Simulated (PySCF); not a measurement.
# C4H5NO (3-methylisoxazole): the cost of one run

Computed with PySCF 2.14.0 and routines of our own; the level stands in each step. Atoms count from 0.

## 1. The starting structure

11 atoms, charge 0, multiplicity 1; geometry from: GFN2-xTB.

## 2. Geometry optimisation at PBE0-D3(BJ)/def2-TZVP

What the job is given:

```
{"job": {"xc": "PBE0", "basis": "def2-TZVP", "d3": "d3bj", "grid": 2, "kind": "geom"}, "charge": 0, "multiplicity": 1}
C     -1.708055     0.009842     0.177007
C     -0.252311    -0.231022     0.030059
C      0.783627     0.735990    -0.095399
C      1.910822    -0.017099    -0.202729
O      1.594459    -1.313526    -0.148676
N      0.254545    -1.434511    -0.004534
H     -1.899191     0.628964     1.051797
H     -2.090173     0.532380    -0.698557
H     -2.225031    -0.938969     0.283535
H      0.689300     1.800975    -0.101083
H      2.947431     0.229647    -0.317382
```

Launch:

```console
OMP_NUM_THREADS=1 python excited_run.py task.json out
```

This one command runs all jobs of the session in turn.

Q: Estimate the wall time and peak memory of this first job on 1 thread of Arm Neoverse V1, shared host.

About 2 min, with a peak of 0.94 GiB.
